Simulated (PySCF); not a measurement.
Gas-phase reaction: 3 CHF + 2 H2 = 3 HF + C3H4 (propyne)

Method: PySCF energies (xtb for GFN2) plus ideal-gas RRHO corrections (1 bar). † marks an energy on the PBE0/def2-TZVP geometry and frequencies; other levels use their own. All species are closed-shell singlets. B3LYP is the form with VWN-RPA correlation. CHF: computed as isolated molecules; such fragments, hydroxides, amides, oligomers or adducts are transient or little studied in the gas.

```json
[
 {"level": "B3LYP/def2-TZVP†", "ΔH°(298 K), kJ": "?"},
 {"level": "GFN2-xTB", "ΔH°(298 K), kJ": "?"},
 {"level": "M06-2X/def2-TZVP†", "ΔH°(298 K), kJ": "-1043"},
 {"level": "PBE/def2-TZVP†", "ΔH°(298 K), kJ": "-1046"},
 {"level": "ωB97X-V/def2-TZVP†", "ΔH°(298 K), kJ": "-1011"}
]
```

**Question.** Fill in the missing entries.

**Answer.** 
- B3LYP/def2-TZVP†, ΔH°(298 K), kJ: -1016
- GFN2-xTB, ΔH°(298 K), kJ: -1012
